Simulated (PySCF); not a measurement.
## Relaxation of singlet SF₄

Level of theory: BP86 in PySCF with S def2-TZVP, F def2-TZVP; no relativity; density-fitted integrals. A (50,194) grid was used.

A hand-made see-saw start, of C2v symmetry, held to at least that symmetry:

```xyz
5
charge 0 multiplicity 1, angstrom
S     0.0000    0.0000   -0.4131
F     0.0000    1.6636   -0.2675
F     0.0000   -1.6636   -0.2675
F     1.3160    0.0000    0.6151
F    -1.3160    0.0000    0.6151
```

At each step, columns x, y, z (Å) and Fx, Fy, Fz (eV/Å):

```
step 0  E − E(last) = 15.09 kJ/mol
S    0.000   0.000  -0.413   0.000   0.000   2.026
F    0.000   1.664  -0.268   0.000  -0.026  -0.074
F    0.000  -1.664  -0.268   0.000   0.026  -0.074
F    1.316   0.000   0.615  -1.352   0.000  -0.939
F   -1.316   0.000   0.615   1.352   0.000  -0.939
step 1  E − E(last) = 1.26 kJ/mol
S    0.000   0.000  -0.383   0.000   0.000  -0.031
F    0.000   1.668  -0.274   0.000   0.287   0.003
F    0.000  -1.668  -0.274   0.000  -0.287   0.003
F    1.254   0.000   0.607  -0.218   0.000   0.013
F   -1.254   0.000   0.607   0.218   0.000   0.013
step 2  E − E(last) = 0.49 kJ/mol
S    0.000   0.000  -0.395   0.000   0.000   0.281
F    0.000   1.683  -0.293   0.000   0.027  -0.135
F    0.000  -1.683  -0.293   0.000  -0.027  -0.135
F    1.209   0.000   0.631   0.197   0.000  -0.005
F   -1.209   0.000   0.631  -0.197   0.000  -0.005
step 3  E − E(last) = 0.05 kJ/mol
S    0.000   0.000  -0.379   0.000   0.000  -0.169
F    0.000   1.688  -0.303   0.000  -0.029   0.037
F    0.000  -1.688  -0.303   0.000   0.029   0.037
F    1.221   0.000   0.634   0.016   0.000   0.048
F   -1.221   0.000   0.634  -0.016   0.000   0.048
step 4  E − E(last) = 0.00 kJ/mol
S    0.000   0.000  -0.384   0.000   0.000   0.032
F    0.000   1.685  -0.300   0.000   0.001  -0.002
F    0.000  -1.685  -0.300   0.000  -0.001  -0.002
F    1.222   0.000   0.633  -0.021   0.000  -0.014
F   -1.222   0.000   0.633   0.021   0.000  -0.014
step 5  E − E(last) = 0.00 kJ/mol
S    0.000   0.000  -0.383   0.000   0.000   0.000
F    0.000   1.685  -0.300   0.000   0.000  -0.001
F    0.000  -1.685  -0.300   0.000   0.000  -0.001
F    1.221   0.000   0.633   0.002   0.000   0.001
F   -1.221   0.000   0.633  -0.002   0.000   0.001
```

It ends at C2v with S–F 1.588 Å (×2), S–F 1.688 Å (×2); F–S–F 88.1° (×4), F–S–F 100.8°, F–S–F 174.2° (after a last refinement on a finer grid). A frequency run shows a minimum.
